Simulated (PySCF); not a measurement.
# C3H5ClO (alpha-epichlorohydrin): the cost of one run

Computed with PySCF 2.14.0, with density-fitted response routines of our own, on a single molecule in the gas phase. Atoms are numbered from 0 throughout.

### Step 1. Starting geometry

10 atoms, charge 0, multiplicity 1; geometry from: MMFF94s. The atoms were then displaced at random by about 0.03 Å, so the start is not that level's minimum.

Bonds of the start (Å): Cl0–C1 1.81, C1–C2 1.53, C2–C3 1.39, C3–O4 1.46, O4–C2 1.41, C1–H5 1.07, C1–H6 1.11, C2–H7 1.11, C3–H8 1.19, C3–H9 1.11.

### Step 2. Optimising the geometry at PBE0-D3(BJ)/def2-SVP

Job settings and geometry (Å):

```
{"job": {"xc": "PBE0", "basis": "def2-SVP", "d3": "d3bj", "grid": 1, "shake": 0.03, "kind": "geom"}, "charge": 0, "multiplicity": 1}
Cl     2.181260     0.392990     1.029440
C      1.146590    -0.228680    -0.321310
C     -0.238760     0.421090    -0.347210
C     -1.217850    -0.108700     0.490070
O     -1.224540    -0.388050    -0.940620
H      1.095320    -1.283430    -0.174210
H      1.721130    -0.021320    -1.250340
H     -0.108520     1.499150    -0.575660
H     -2.090310     0.589740     0.889310
H     -1.139650    -0.949540     1.204960
```

Command:

```bash
$ OMP_NUM_THREADS=1 python probes_run.py task.json out
```

The driver reads the jobs from task.json and runs them one after another.

**Question.** How long does this first job take on 1 thread of Arm Neoverse V2, shared host, and how much memory does it need?

About 28 s, with a peak of 0.4 GiB.
